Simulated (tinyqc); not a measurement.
Worked calculation (part 1 of 2): MP2 on RHF in the sto-6g basis, frozen core, for NH3, spin multiplicity 1. Computed by tinyqc, a small Python program that keeps every step (integrals from PySCF). Settings: charge = 0, multiplicity = 1, basis = sto-6g, method = RHF, frozen orbitals = 1, energy threshold = 1e-10, iteration cap = 52, orthogonalisation = canonical, start = atomic densities, DIIS depth = 6. Command: `OMP_NUM_THREADS=1 python tinyqc.py 23696 23697 out.jsonl` (the two numbers bound the seeds that draw the settings). One thread of a shared host (Intel(R) Xeon(R) Processor @ 2.60GHz), about 0.2 s of CPU time with the checks. The early iterations of the SCF are left out here.

## One-electron integrals

Geometry (angstrom):
```
atom          x          y         z
N      0.000000   0.000000  0.523000
H      1.025000   0.000000  0.000000
H     -0.513000   0.888000  0.000000
H     -0.513000  -0.888000  0.000000
```

Basis sto-6g: exponents (1/bohr^2) and contraction coefficients of normalised primitives:
```
element  l (shell)     exponent  coefficient
N            s (1)  1027.828458     0.009164
N            s (1)   188.451223     0.049361
N            s (1)    52.721861     0.168538
N            s (1)    18.111382     0.370563
N            s (1)     7.033180     0.416492
N            s (1)     2.896652     0.130334
N            s (2)    39.198808    -0.013253
N            s (2)     7.758467    -0.046992
N            s (2)     2.411326    -0.033785
N            s (2)     0.927724     0.250242
N            s (2)     0.402911     0.595117
N            s (2)     0.184684     0.240706
N            p (3)    39.198808     0.003760
N            p (3)     7.758467     0.037679
N            p (3)     2.411326     0.173897
N            p (3)     0.927724     0.418036
N            p (3)     0.402911     0.425860
N            p (3)     0.184684     0.101708
H            s (1)    35.523221     0.009164
H            s (1)     6.513144     0.049361
H            s (1)     1.822143     0.168538
H            s (1)     0.625955     0.370563
H            s (1)     0.243077     0.416492
H            s (1)     0.100112     0.130334
```

Overlap, kinetic and nuclear-attraction integrals over the contracted functions; the nuclear repulsion is the sum of Za Zb / Rab.

nuclear repulsion = 10.54845381 hartree

overlap S, order 1N 1s, 1N 2s, 1N 2px, 1N 2py, 1N 2pz, 2H 1s, 3H 1s, 4H 1s:
```
[[1.000000, 0.229416, 0.000000, 0.000000, 0.000000, 0.043832, 0.043785, 0.043785],
 [0.229416, 1.000000, 0.000000, 0.000000, 0.000000, 0.413553, 0.413286, 0.413286],
 [0.000000, 0.000000, 1.000000, 0.000000, 0.000000, 0.346101, -0.173067, -0.173067],
 [0.000000, 0.000000, 0.000000, 1.000000, 0.000000, 0.000000, 0.299578, -0.299578],
 [0.000000, 0.000000, 0.000000, 0.000000, 1.000000, -0.176596, -0.176441, -0.176441],
 [0.043832, 0.413553, 0.346101, 0.000000, -0.176596, 1.000000, 0.170401, 0.170401],
 [0.043785, 0.413286, -0.173067, 0.299578, -0.176441, 0.170401, 1.000000, 0.170387],
 [0.043785, 0.413286, -0.173067, -0.299578, -0.176441, 0.170401, 0.170387, 1.000000]]
```

kinetic energy T (hartree), order 1N 1s, 1N 2s, 1N 2px, 1N 2py, 1N 2pz, 2H 1s, 3H 1s, 4H 1s:
```
[[22.236411, -0.678745, 0.000000, 0.000000, 0.000000, -0.007427, -0.007431, -0.007431],
 [-0.678745, 0.632900, 0.000000, 0.000000, 0.000000, 0.073214, 0.073071, 0.073071],
 [0.000000, 0.000000, 1.901294, 0.000000, 0.000000, 0.175551, -0.087709, -0.087709],
 [0.000000, 0.000000, 0.000000, 1.901294, 0.000000, 0.000000, 0.151824, -0.151824],
 [0.000000, 0.000000, 0.000000, 0.000000, 1.901294, -0.089574, -0.089419, -0.089419],
 [-0.007427, 0.073214, 0.175551, 0.000000, -0.089574, 0.768522, -0.007285, -0.007285],
 [-0.007431, 0.073071, -0.087709, 0.151824, -0.089419, -0.007285, 0.768522, -0.007287],
 [-0.007431, 0.073071, -0.087709, -0.151824, -0.089419, -0.007285, -0.007287, 0.768522]]
```

nuclear attraction V (hartree), order 1N 1s, 1N 2s, 1N 2px, 1N 2py, 1N 2pz, 2H 1s, 3H 1s, 4H 1s:
```
[[-48.052700, -4.963471, -0.000003, 0.000000, 0.017665, -1.078429, -1.077244, -1.077244],
 [-4.963471, -8.189986, -0.000017, 0.000000, 0.201493, -2.722312, -2.720181, -2.720181],
 [-0.000003, -0.000017, -8.208594, 0.000000, 0.000032, -2.061954, 1.030917, 1.030917],
 [0.000000, 0.000000, 0.000000, -8.208464, 0.000000, 0.000000, -1.784492, 1.784492],
 [0.017665, 0.201493, 0.000032, 0.000000, -8.151955, 1.105715, 1.104583, 1.104583],
 [-1.078429, -2.722312, -2.061954, 0.000000, 1.105715, -4.999691, -0.923975, -0.923975],
 [-1.077244, -2.720181, 1.030917, -1.784492, 1.104583, -0.923975, -4.998486, -0.923743],
 [-1.077244, -2.720181, 1.030917, 1.784492, 1.104583, -0.923975, -0.923743, -4.998486]]
```

core Hamiltonian H = T + V (hartree), order 1N 1s, 1N 2s, 1N 2px, 1N 2py, 1N 2pz, 2H 1s, 3H 1s, 4H 1s:
```
[[-25.816290, -5.642216, -0.000003, 0.000000, 0.017665, -1.085856, -1.084675, -1.084675],
 [-5.642216, -7.557086, -0.000017, 0.000000, 0.201493, -2.649098, -2.647110, -2.647110],
 [-0.000003, -0.000017, -6.307300, 0.000000, 0.000032, -1.886404, 0.943208, 0.943208],
 [0.000000, 0.000000, 0.000000, -6.307170, 0.000000, 0.000000, -1.632668, 1.632668],
 [0.017665, 0.201493, 0.000032, 0.000000, -6.250661, 1.016141, 1.015164, 1.015164],
 [-1.085856, -2.649098, -1.886404, 0.000000, 1.016141, -4.231169, -0.931260, -0.931260],
 [-1.084675, -2.647110, 0.943208, -1.632668, 1.015164, -0.931260, -4.229964, -0.931030],
 [-1.084675, -2.647110, 0.943208, 1.632668, 1.015164, -0.931260, -0.931030, -4.229964]]
```

## Two-electron integrals

Functions are numbered as in S; the eight-fold symmetry (ij|kl) = (ji|kl) = (kl|ij) leaves the list below.

Two-electron integrals (ij|kl) in chemists' order, unique and non-zero (hartree):
```
(11|11) 4.168742    (21|11) 0.583648    (21|21) 0.104114    (22|11) 0.968487
(22|21) 0.214450    (22|22) 0.708398    (31|31) 0.022075    (32|31) 0.033611
(32|32) 0.156576    (33|11) 0.968488    (33|21) 0.214450    (33|22) 0.708398
(33|33) 0.763241    (41|41) 0.022075    (42|41) 0.033611    (42|42) 0.156576
(43|43) 0.041133    (44|11) 0.968488    (44|21) 0.214450    (44|22) 0.708398
(44|33) 0.680975    (44|44) 0.763241    (51|51) 0.022075    (52|51) 0.033611
(52|52) 0.156576    (53|53) 0.041133    (54|54) 0.041133    (55|11) 0.968488
(55|21) 0.214450    (55|22) 0.708398    (55|33) 0.680975    (55|44) 0.680975
(55|55) 0.763241    (61|11) 0.118601    (61|21) 0.020294    (61|22) 0.040940
(61|31) 0.001015    (61|32) 0.001992    (61|33) 0.041095    (61|44) 0.040827
(61|51) -0.000518   (61|52) -0.001017   (61|53) -0.000137   (61|55) 0.040897
(61|61) 0.004047    (62|11) 0.296981    (62|21) 0.066708    (62|22) 0.244498
(62|31) 0.005343    (62|32) 0.039723    (62|33) 0.251393    (62|44) 0.239502
(62|51) -0.002726   (62|52) -0.020268   (62|53) -0.006067   (62|55) 0.242598
(62|61) 0.013199    (62|62) 0.109599    (63|11) 0.213528    (63|21) 0.048611
(63|22) 0.189389    (63|31) 0.010450    (63|32) 0.068553    (63|33) 0.204988
(63|44) 0.180457    (63|51) -0.001707   (63|52) -0.014520   (63|53) -0.008478
(63|55) 0.182723    (63|61) 0.010042    (63|62) 0.101924    (63|63) 0.107403
(64|41) 0.007105    (64|42) 0.040097    (64|43) 0.007914    (64|54) -0.004038
(64|64) 0.014121    (65|11) -0.108951   (65|21) -0.024804   (65|22) -0.096635
(65|31) -0.001707   (65|32) -0.014520   (65|33) -0.096517   (65|44) -0.092077
(65|51) 0.007976    (65|52) 0.047506    (65|53) 0.010180    (65|55) -0.101310
(65|61) -0.005124   (65|62) -0.052006   (65|63) -0.047597   (65|65) 0.038407
(66|11) 0.451731    (66|21) 0.103333    (66|22) 0.432532    (66|31) 0.010248
(66|32) 0.104088    (66|33) 0.459953    (66|44) 0.412665    (66|51) -0.005229
(66|52) -0.053110   (66|53) -0.024129   (66|55) 0.424976    (66|61) 0.020684
(66|62) 0.249352    (66|63) 0.259668    (66|65) -0.132494   (66|66) 0.774999
(71|11) 0.118471    (71|21) 0.020271    (71|22) 0.040895    (71|31) -0.000507
(71|32) -0.000996   (71|33) 0.040850    (71|41) 0.000878    (71|42) 0.001723
(71|43) -0.000116   (71|44) 0.040983    (71|51) -0.000517   (71|52) -0.001015
(71|53) 0.000068    (71|54) -0.000118   (71|55) 0.040852    (71|61) 0.003966
(71|62) 0.012634    (71|63) 0.008986    (71|64) 0.000367    (71|65) -0.004909
(71|66) 0.019527    (71|71) 0.004038    (72|11) 0.296742    (72|21) 0.066655
(72|22) 0.244313    (72|31) -0.002671   (72|32) -0.019859   (72|33) 0.242294
(72|41) 0.004623    (72|42) 0.034376    (72|43) -0.005148   (72|44) 0.248232
(72|51) -0.002723   (72|52) -0.020246   (72|53) 0.003032    (72|54) -0.005249
(72|55) 0.242411    (72|61) 0.012638    (72|62) 0.084446    (72|63) 0.060561
(72|64) 0.009206    (72|65) -0.039036   (72|66) 0.153793    (72|71) 0.013174
(72|72) 0.109447    (73|11) -0.106755   (73|21) -0.024304   (73|22) -0.094691
(73|31) 0.007935    (73|32) 0.047180    (73|33) -0.099227   (73|41) -0.001448
(73|42) -0.012321   (73|43) 0.008734    (73|44) -0.093488   (73|51) 0.000853
(73|52) 0.007257    (73|53) -0.005144   (73|54) 0.001922    (73|55) -0.091357
(73|61) -0.004180   (73|62) -0.022335   (73|63) -0.006303   (73|64) -0.001791
(73|65) 0.010108    (73|66) -0.031394   (73|71) -0.005015   (73|72) -0.050928
(73|73) 0.037421    (74|11) 0.184793    (74|21) 0.042070    (74|22) 0.163910
(74|31) -0.001448   (74|32) -0.012321   (74|33) 0.158065    (74|41) 0.009605
(74|42) 0.061391    (74|43) -0.007219   (74|44) 0.175525    (74|51) -0.001477
(74|52) -0.012562   (74|53) 0.001922    (74|54) -0.007360   (74|55) 0.158139
(74|61) 0.007969    (74|62) 0.057060    (74|63) 0.040680    (74|64) 0.016168
(74|65) -0.025848   (74|66) 0.104586    (74|71) 0.008681    (74|72) 0.088156
(74|73) -0.040369   (74|74) 0.083978    (75|11) -0.108836   (75|21) -0.024777
(75|22) -0.096537   (75|31) 0.000853    (75|32) 0.007257    (75|33) -0.093094
(75|41) -0.001477   (75|42) -0.012562   (75|43) 0.001922    (75|44) -0.095311
(75|51) 0.007968    (75|52) 0.047461    (75|53) -0.005088   (75|54) 0.008808
(75|55) -0.101205   (75|61) -0.004910   (75|62) -0.039029   (75|63) -0.027425
(75|64) -0.004178   (75|65) 0.028092    (75|66) -0.076407   (75|71) -0.005113
(75|72) -0.051921   (75|73) 0.023776    (75|74) -0.041156   (75|75) 0.038339
(76|11) 0.095050    (76|21) 0.021541    (76|22) 0.084728    (76|31) 0.000672
(76|32) 0.005765    (76|33) 0.084342    (76|41) 0.001165    (76|42) 0.009996
(76|43) 0.000362    (76|44) 0.084763    (76|51) -0.001373   (76|52) -0.011775
(76|53) -0.001332   (76|54) -0.002308   (76|55) 0.085079    (76|61) 0.004207
(76|62) 0.036885    (76|63) 0.031719    (76|64) 0.003627    (76|65) -0.019389
(76|66) 0.084288    (76|71) 0.004203    (76|72) 0.036863    (76|73) -0.012725
(76|74) 0.029270    (76|75) -0.019374   (76|76) 0.015472    (77|11) 0.451561
(77|21) 0.103295    (77|22) 0.432397    (77|31) -0.005123   (77|32) -0.052051
(77|33) 0.424369    (77|41) 0.008869    (77|42) 0.090101    (77|43) -0.020478
(77|44) 0.447986    (77|51) -0.005223   (77|52) -0.053066   (77|53) 0.012061
(77|54) -0.020877   (77|55) 0.424835    (77|61) 0.019541    (77|62) 0.153862
(77|63) 0.106279    (77|64) 0.025147    (77|65) -0.076452   (77|66) 0.295674
(77|71) 0.020653    (77|72) 0.249150    (77|73) -0.129820   (77|74) 0.224718
(77|75) -0.132351   (77|76) 0.084288    (77|77) 0.774999    (81|11) 0.118471
(81|21) 0.020271    (81|22) 0.040895    (81|31) -0.000507   (81|32) -0.000996
(81|33) 0.040850    (81|41) -0.000878   (81|42) -0.001723   (81|43) 0.000116
(81|44) 0.040983    (81|51) -0.000517   (81|52) -0.001015   (81|53) 0.000068
(81|54) 0.000118    (81|55) 0.040852    (81|61) 0.003966    (81|62) 0.012634
(81|63) 0.008986    (81|64) -0.000367   (81|65) -0.004909   (81|66) 0.019527
(81|71) 0.003961    (81|72) 0.012624    (81|73) -0.004810   (81|74) 0.007594
(81|75) -0.004904   (81|76) 0.004065    (81|77) 0.019520    (81|81) 0.004038
(82|11) 0.296742    (82|21) 0.066655    (82|22) 0.244313    (82|31) -0.002671
(82|32) -0.019859   (82|33) 0.242294    (82|41) -0.004623   (82|42) -0.034376
(82|43) 0.005148    (82|44) 0.248232    (82|51) -0.002723   (82|52) -0.020246
(82|53) 0.003032    (82|54) 0.005249    (82|55) 0.242411    (82|61) 0.012638
(82|62) 0.084446    (82|63) 0.060561    (82|64) -0.009206   (82|65) -0.039036
(82|66) 0.153793    (82|71) 0.012624    (82|72) 0.084390    (82|73) -0.038256
(82|74) 0.047822    (82|75) -0.039002   (82|76) 0.029469    (82|77) 0.153769
(82|81) 0.013174    (82|82) 0.109447    (83|11) -0.106755   (83|21) -0.024304
(83|22) -0.094691   (83|31) 0.007935    (83|32) 0.047180    (83|33) -0.099227
(83|41) 0.001448    (83|42) 0.012321    (83|43) -0.008734   (83|44) -0.093488
(83|51) 0.000853    (83|52) 0.007257    (83|53) -0.005144   (83|54) -0.001922
(83|55) -0.091357   (83|61) -0.004180   (83|62) -0.022335   (83|63) -0.006303
(83|64) 0.001791    (83|65) 0.010108    (83|66) -0.031394   (83|71) -0.004810
(83|72) -0.038256   (83|73) 0.027398    (83|74) -0.021236   (83|75) 0.017331
(83|76) -0.010061   (83|77) -0.074930   (83|81) -0.005015   (83|82) -0.050928
(83|83) 0.037421    (84|11) -0.184793   (84|21) -0.042070   (84|22) -0.163910
(84|31) 0.001448    (84|32) 0.012321    (84|33) -0.158065   (84|41) 0.009605
(84|42) 0.061391    (84|43) -0.007219   (84|44) -0.175525   (84|51) 0.001477
(84|52) 0.012562    (84|53) -0.001922   (84|54) -0.007360   (84|55) -0.158139
(84|61) -0.007969   (84|62) -0.057060   (84|63) -0.040680   (84|64) 0.016168
(84|65) 0.025848    (84|66) -0.104586   (84|71) -0.007594   (84|72) -0.047822
(84|73) 0.021236    (84|74) -0.017508   (84|75) 0.021650    (84|76) -0.017410
(84|77) -0.079437   (84|81) -0.008681   (84|82) -0.088156   (84|83) 0.040369
(84|84) 0.083978    (85|11) -0.108836   (85|21) -0.024777   (85|22) -0.096537
(85|31) 0.000853    (85|32) 0.007257    (85|33) -0.093094   (85|41) 0.001477
(85|42) 0.012562    (85|43) -0.001922   (85|44) -0.095311   (85|51) 0.007968
(85|52) 0.047461    (85|53) -0.005088   (85|54) -0.008808   (85|55) -0.101205
(85|61) -0.004910   (85|62) -0.039029   (85|63) -0.027425   (85|64) 0.004178
(85|65) 0.028092    (85|66) -0.076407   (85|71) -0.004904   (85|72) -0.039002
(85|73) 0.017331    (85|74) -0.021650   (85|75) 0.028068    (85|76) -0.015051
(85|77) -0.076391   (85|81) -0.005113   (85|82) -0.051921   (85|83) 0.023776
(85|84) 0.041156    (85|85) 0.038339    (86|11) 0.095050    (86|21) 0.021541
(86|22) 0.084728    (86|31) 0.000672    (86|32) 0.005765    (86|33) 0.084342
(86|41) -0.001165   (86|42) -0.009996   (86|43) -0.000362   (86|44) 0.084763
(86|51) -0.001373   (86|52) -0.011775   (86|53) -0.001332   (86|54) 0.002308
(86|55) 0.085079    (86|61) 0.004207    (86|62) 0.036885    (86|63) 0.031719
(86|64) -0.003627   (86|65) -0.019389   (86|66) 0.084288    (86|71) 0.004065
(86|72) 0.029469    (86|73) -0.010061   (86|74) 0.017410    (86|75) -0.015051
(86|76) 0.012599    (86|77) 0.055325    (86|81) 0.004203    (86|82) 0.036863
(86|83) -0.012725   (86|84) -0.029270   (86|85) -0.019374   (86|86) 0.015472
(87|11) 0.095021    (87|21) 0.021535    (87|22) 0.084707    (87|31) -0.001346
(87|32) -0.011545   (87|33) 0.084954    (87|44) 0.084112    (87|51) -0.001372
(87|52) -0.011770   (87|53) 0.002666    (87|55) 0.085057    (87|61) 0.004068
(87|62) 0.029482    (87|63) 0.020108    (87|65) -0.015060   (87|66) 0.055322
(87|71) 0.004201    (87|72) 0.036856    (87|73) -0.018999   (87|74) 0.025641
(87|75) -0.019370   (87|76) 0.012598    (87|77) 0.084279    (87|81) 0.004201
(87|82) 0.036856    (87|83) -0.018999   (87|84) -0.025641   (87|85) -0.019370
(87|86) 0.012598    (87|87) 0.015469    (88|11) 0.451561    (88|21) 0.103295
(88|22) 0.432397    (88|31) -0.005123   (88|32) -0.052051   (88|33) 0.424369
(88|41) -0.008869   (88|42) -0.090101   (88|43) 0.020478    (88|44) 0.447986
(88|51) -0.005223   (88|52) -0.053066   (88|53) 0.012061    (88|54) 0.020877
(88|55) 0.424835    (88|61) 0.019541    (88|62) 0.153862    (88|63) 0.106279
(88|64) -0.025147   (88|65) -0.076452   (88|66) 0.295674    (88|71) 0.019520
(88|72) 0.153769    (88|73) -0.074930   (88|74) 0.079437    (88|75) -0.076391
(88|76) 0.055325    (88|77) 0.295665    (88|81) 0.020653    (88|82) 0.249150
(88|83) -0.129820   (88|84) -0.224718   (88|85) -0.132351   (88|86) 0.084288
(88|87) 0.084279    (88|88) 0.774999
```

## Orthogonalisation

S = U s U^T; canonical form X = U s^(-1/2), so that X^T S X = 1. Each column of U has its largest component positive (the first on a tie).

eigenvalues of S: [0.351218, 0.482420, 0.482658, 0.905387, 1.079773, 1.346955, 1.347174, 2.004415]

X, order 1N 1s, 1N 2s, 1N 2px, 1N 2py, 1N 2pz, 2H 1s, 3H 1s, 4H 1s:
```
[[-0.315353, 0.000399, 0.000000, 0.745520, 0.627898, 0.000000, 0.000017, 0.134298],
 [1.225665, -0.001026, 0.000000, -0.238905, 0.274743, 0.000000, -0.000009, 0.411371],
 [0.000929, 0.912251, 0.000000, -0.000139, -0.000006, 0.000000, 0.666546, 0.000038],
 [0.000000, 0.000000, 0.911980, 0.000000, 0.000000, 0.666624, 0.000000, 0.000000],
 [-0.475694, 0.000290, 0.000000, -0.669812, 0.653669, 0.000000, -0.000044, -0.162541],
 [-0.584078, -0.908910, 0.000000, -0.119672, -0.098492, 0.000000, 0.445626, 0.308432],
 [-0.582280, 0.455280, -0.787449, -0.119699, -0.098481, 0.386023, -0.222966, 0.308291],
 [-0.582280, 0.455280, 0.787449, -0.119699, -0.098481, -0.386023, -0.222966, 0.308291]]
```

## Starting guess

The start is atomic minimal-basis densities projected into this basis (PySCF's MINAO start) and scaled to the electron count of each spin; this density is not idempotent, so its energy is not variational and may lie below the converged one.

D at the start, order 1N 1s, 1N 2s, 1N 2px, 1N 2py, 1N 2pz, 2H 1s, 3H 1s, 4H 1s:
```
[[2.122263, -0.470105, 0.000000, 0.000000, -0.009569, -0.011222, -0.011218, -0.011218],
 [-0.470105, 2.063750, -0.000002, 0.000000, 0.045076, 0.043595, 0.043593, 0.043593],
 [0.000000, -0.000002, 0.935864, 0.000000, 0.000006, 0.059965, -0.030005, -0.030005],
 [0.000000, 0.000000, 0.000000, 0.935905, 0.000000, 0.000000, 0.051946, -0.051946],
 [-0.009569, 0.045076, 0.000006, 0.000000, 0.966383, -0.012619, -0.012616, -0.012616],
 [-0.011222, 0.043595, 0.059965, 0.000000, -0.012619, 0.963760, 0.055937, 0.055937],
 [-0.011218, 0.043593, -0.030005, 0.051946, -0.012616, 0.055937, 0.963761, 0.055941],
 [-0.011218, 0.043593, -0.030005, -0.051946, -0.012616, 0.055937, 0.055941, 0.963761]]
```
